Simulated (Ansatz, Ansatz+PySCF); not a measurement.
```yaml
atoms:
  - { symbol: S, position_ang: [0.0000, 0.0000, 1.2844] }
  - { symbol: C, position_ang: [0.0000, 1.3339, -0.0033] }
  - { symbol: C, position_ang: [0.0000, -1.3339, -0.0033] }
  - { symbol: C, position_ang: [0.0000, 0.7690, -1.3711] }
  - { symbol: C, position_ang: [0.0000, -0.7690, -1.3711] }
  - { symbol: H, position_ang: [0.0000, 2.4660, 0.3166] }
  - { symbol: H, position_ang: [0.0000, -2.4660, 0.3166] }
  - { symbol: H, position_ang: [0.0000, 1.4316, -2.3455] }
  - { symbol: H, position_ang: [0.0000, -1.4316, -2.3455] }
```

RHF-MP2 on singlet C4H4S was run in several spherical basis sets with Ansatz (development build ahead of 0.2.0). Frozen core: 9 orbitals. Caution for RHF-MP2: an unrestricted determinant lies well below; in another basis set an unrestricted determinant lies well below.

Problem. Rank the basis sets by the total energy that they give, lowest first, with the distance from the lowest.
A. cc-pVDZ
B. def2-SVP
C. 6-31G(d)

Solution. A (0.00 eV), C (2.12 eV), B (7.20 eV).

Totals follow the description of the cores as much as that of the bonds, so this order isn't one of quality for chemistry.
